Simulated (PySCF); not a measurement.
## SiF⁺ at RHF-CCSD

Computed with RHF-CCSD; PySCF, no relativity, basis sets Si STO-3G, F STO-3G.

For SiF⁺, the state is ¹Σ⁺ (singlet), closed shell, the bond length is 1.552 Å and the harmonic wavenumber is 1072 cm⁻¹. The force constant is 7.67 mdyn/Å, the rotational constant Be is 0.6184 cm⁻¹ and the anharmonicity ωexe is 3.98 cm⁻¹. The vibration–rotation constant αe is 0.00354 cm⁻¹.

Correlated steps freeze 6 core orbitals. The CCSD T1 diagnostic is raised, a sign that a single reference may not be enough here. STO-3G is very small, so such numbers show the basis as much as the molecule.
